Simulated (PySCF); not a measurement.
## One molecule, many functionals

Species: 1,1,2,2-tetrafluoroethane, C2H2F4.
Cartesian coordinates in Å at the PBE0-D3(BJ)/def2-SVP level; atoms count from 1:
```xyz
8
C2H2F4 angstrom
F     -1.2422    1.1901    0.1820
C     -0.6938    0.0515   -0.2810
F     -0.5900    0.1291   -1.6141
C      0.6885   -0.1135    0.3373
F      1.5281    0.7993   -0.1679
F      1.1478   -1.3429    0.0379
H     -1.3415   -0.8022   -0.0128
H      0.6414    0.0029    1.4349
```

Linear-response calculations in the def2-SVPD basis (PySCF; singlets by full response, triplets Tamm–Dancoff, core orbitals frozen in the response; HF means time-dependent Hartree–Fock). 'Strongest' is the level of largest summed f among the singlets computed (10 roots, of which the last may lack a degenerate partner); it can jump between rows when another state enters that window. S1 is the lowest singlet of each run and needn't be the same state throughout; f(S1) is that of one state. One conformer (not necessarily the lowest) at the PBE0-D3(BJ)/def2-SVP geometry, without solvent, vibrations or thermal averaging.

```
functional                               kind  S1 (eV)  f(S1)  strongest (eV)  T1 (eV)  HOMO (eV)  gap (eV)  ionisation energy, ΔSCF (eV)
       LDA                                LDA     8.22  0.020           10.20     7.94      -8.39      8.08                         11.98
     B3LYP  global hybrid, 20% exact exchange     8.98  0.027           10.02     8.64      -9.84     10.02                         12.54
      PBE0  global hybrid, 25% exact exchange     9.22  0.027           10.29     8.80     -10.03     10.56                         12.53
 BHandHLYP  global hybrid, 50% exact exchange    10.07  0.034           11.12     9.57     -11.86     12.81                         13.22
 CAM-B3LYP             range-separated hybrid     9.41  0.027           10.46     9.00     -11.61     12.71                         12.85
        HF                       Hartree–Fock    11.52  0.058           12.52    10.59     -14.58     17.00                   not settled
```

Problem. What does PBE (GGA) give?

Solution. S1 (eV) 8.12, f(S1) 0.022, strongest (eV) 10.02, T1 (eV) 7.82, HOMO (eV) -8.23, gap (eV) 8.01, ionisation energy, ΔSCF (eV) 11.78. S1 runs from 8.12 eV (PBE) to 11.52 eV (HF), a spread of 3.40 eV, while the orbital gap spreads over 9.0 eV. Along PBE (0%), B3LYP (20%), PBE0 (25%), BHandHLYP (50%), HF (100%) S1 rises with the share of exact exchange. −ε(HOMO) comes closest to its own ΔSCF ionisation energy with CAM-B3LYP (-1.24 eV) and misses most with LDA (-3.58 eV). 'Not settled' means that the ion's SCF failed to converge or may have ended in another state than the lowest.
